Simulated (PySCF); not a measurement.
Compound: 3-butynenitrile, C₄H₃N.
Structure used (PBE0-D3(BJ)/def2-TZVP), in Å, numbered top down from 1:
```xyz
8
C4H3N angstrom
C      1.958    0.080   -0.437
C      0.828   -0.147   -0.115
C     -0.542   -0.437    0.281
C     -1.459    0.669    0.020
N     -2.199    1.524   -0.177
H      2.963    0.283   -0.724
H     -0.583   -0.671    1.350
H     -0.910   -1.320   -0.251
```

Computed with PySCF at wB97X-D/pcSseg-2, non-relativistic, on one gas-phase PBE0-D3(BJ)/def2-TZVP geometry that isn't relaxed in the solvent. The solvent is an IEF-PCM continuum (cavity from Bondi-type radii × 1.2). Only the electrostatic response of the medium enters.

Gas phase at wB97X-D/pcSseg-2: HOMO -10.44 eV, LUMO 1.72 eV, dipole 3.76 D.

What does the continuum do to the energy, the frontier levels and the dipole at wB97X-D/pcSseg-2 in chloroform?

```tsv
solvent	ε	E(solvent) − E(gas) (kcal/mol)	polarisation term (kcal/mol)	distortion of the solute (kcal/mol)	HOMO (eV)	LUMO (eV)	dipole (D)
chloroform	4.711	-5.81	-6.67	0.86	-10.26	1.93	4.50
```

The polarisation term is half the interaction of the solute with the surface charges that it induces; the rest is the cost of distorting the solute's density. The sum is the electrostatic part of solvation alone.

Which radius a makes the point-dipole formula ΔE = −[(ε − 1)/(2ε + 1)]·μ²/a³ give the value in chloroform, with the gas-phase dipole?

μ = 1.480 au and |ΔE| = 0.00926 Eh give a = 2.32 Å; the farthest nucleus lies 3.06 Å from the centroid of the nuclei, so such a sphere wouldn't even hold the nuclei. The formula assumes a rigid point dipole at the centre of a sphere.

Give the dipole vector in the frame of the coordinates (D, pointing from negative to positive charge), gas and chloroform.

Gas (2.25, -2.93, 0.73), solvent (2.59, -3.56, 0.92). Its length changes by +20 % and its direction by 2°.

Note: wB97X-D ran without an empirical dispersion term, which enters the total energy and its gradient alone.
